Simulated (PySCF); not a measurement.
wavenumber (cm⁻¹), absorption (km/mol per cm⁻¹) and a bar:
```
        0      0.005 
       42      0.005 
       84      0.006 
      127      0.007 
      169      0.007 
      211      0.008 
      253      0.009 
      296      0.011 
      338      0.012 
      380      0.014 
      422      0.017 
      464      0.020 
      507      0.025 
      549      0.032 
      591      0.042 
      633      0.057 #
      675      0.083 #
      718      0.131 #
      760      0.239 ##
      802      0.546 ######
      844      1.828 ###################
      887      2.862 ##############################
      929      0.806 ########
      971      0.312 ###
     1013      0.161 ##
     1055      0.098 #
     1098      0.066 #
     1140      0.048 
     1182      0.037 
     1224      0.029 
     1266      0.024 
     1309      0.021 
     1351      0.018 
     1393      0.016 
     1435      0.015 
     1478      0.014 
     1520      0.014 
     1562      0.014 
     1604      0.014 
     1646      0.015 
     1689      0.016 
     1731      0.018 
     1773      0.020 
     1815      0.023 
     1858      0.028 
     1900      0.036 
     1942      0.048 
     1984      0.067 #
     2026      0.104 #
     2069      0.183 ##
     2111      0.399 ####
     2153      1.258 #############
     2195      2.731 #############################
     2237      0.816 #########
     2280      0.297 ###
     2322      0.148 ##
     2364      0.088 #
     2406      0.058 #
     2449      0.041 
     2491      0.031
```

This is the computed harmonic infrared spectrum of singlet SiH₄, Lorentzian lines of 62 cm⁻¹ full width. Method: PBE in PySCF with Si def2-TZVP, H def2-TZVP; no relativity; density-fitted integrals.

**Question.** Which bands make it up, and how are they assigned?

**Answer.** In Td symmetry, counting bands above 1 % of the strongest: 873 cm⁻¹ (t2, bend, 331 km/mol); 2188 cm⁻¹ (t2, stretch, 280 km/mol).
